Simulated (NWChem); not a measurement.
System: chloromethane (CH3Cl); SMILES CCl

Computed with NWChem. Pople sets run with spherical d functions. Geometry: optimised at PBE0/def2-SVP. COSMO at PBE0/6-31G*, default radii, gas-phase geometry; f = (ε − 1)/ε scales the surface charges.

```csv
row,f,electrostatic solvation energy (kcal/mol)
ε = 1.5,0.3333,-0.88
ε = 2.0,0.5000,-1.36
ε = 2.4,0.5833,withheld
ε = 4.8,0.7917,-2.25
ε = 20.7,0.9517,-2.78
```

### Question
Fit a straight line of the last column on the one before it, predict the withheld value, and compare with the run.

### Answer

1. Means of the 4 shown rows: x = 0.64417, y = -1.817. Slope Σ(x − x̄)(y − ȳ)/Σ(x − x̄)² = -0.7172/0.2338 = -3.068; intercept 0.159.
2. The shown rows scatter about the line by 0.018 (root mean square); the largest residual is +0.02, at ε = 4.8.
3. At x = 0.5833 (ε = 2.4; inside the shown range) the line gives -1.63.
4. The run gives -1.61, +0.02 from the line.
